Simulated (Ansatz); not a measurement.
A run of Ansatz (development build ahead of 0.2.0) on singlet ClF at this shape:

```yaml
atoms:
  - { symbol: Cl, position_ang: [0.0564, -0.0378, -0.8216] }
  - { symbol: F, position_ang: [-0.0210, -0.0672, 1.6378] }
```

Its results:

| Item | Value |
| --- | --- |
| Converged | yes |
| Total energy | -558.46442 hartree |
| Spin squared of the determinant | 0.000 |

(1) Which input gives this output? Name the method, the orbitals and the basis set, and write the input.

## Answers

(1) RHF in def2-SVP. An unrestricted run that stays on the closed shell gives the same numbers.

```yaml
crystal:
  periodic: [false, false, false]
  atoms:
    - { symbol: Cl, position_ang: [0.05644, -0.03784, -0.8216] }
    - { symbol: F, position_ang: [-0.02098, -0.06717, 1.63778] }
basis:
  gaussian: { orbitals: def2-SVP }
hamiltonian:
  xc: hf
```

Caution: stretched shape with no unrestricted run beside it, a lower state can exist.
